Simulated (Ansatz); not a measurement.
System: 2H MoTe2. Method: BLYP (PAW; Ansatz, an electronic-structure program).

Run with plane-wave cutoff 520 eV, 12×12×4 k mesh (along the axes of the cell as run), Fermi–Dirac smearing 0.01 eV, no spin polarisation, scalar-relativistic PAW data made under PBE.

Cell (measured lattice):

```cif
data_Mo2Te4
_chemical_formula_sum 'Te4 Mo2'
_space_group_name_H-M_alt 'P63/mmc'
_space_group_IT_number 194
_space_group_name_Hall '-P 6c 2c'
_cell_length_a 3.51800
_cell_length_b 3.51800
_cell_length_c 13.97400
_cell_angle_alpha 90.000
_cell_angle_beta 90.000
_cell_angle_gamma 120.000
loop_
_atom_site_label
_atom_site_type_symbol
_atom_site_symmetry_multiplicity
_atom_site_Wyckoff_symbol
_atom_site_fract_x
_atom_site_fract_y
_atom_site_fract_z
_atom_site_occupancy
Te1 Te 4 f 0.66667 0.33333 0.12100 1
Mo1 Mo 2 c 0.33333 0.66667 0.25000 1
```

Q: Estimate the band gap, smallest direct gap on the k points sampled and Γ–Γ gap that the calculation returns.

A: 
- band gap: 0.74 eV
- smallest direct gap on the k points sampled: 1.04 eV
- Γ–Γ gap: 2.84 eV

Measured, for comparison: band gap 1.06 ± 0.01 eV (4 K, zero-point motion not removed, indirect, absorption from ellipsometry, single crystal; as tabulated in Gulo et al. (2023), doi:10.1103/physrevmaterials.7.044001).

Note: cell and atoms aren't relaxed at this level (largest force component 0.46 eV/Å, pressure 9.1 GPa).

Spin–orbit coupling is not included; with these elements it can move the gap by several tenths of an eV or more.

Computed values are for the static lattice.
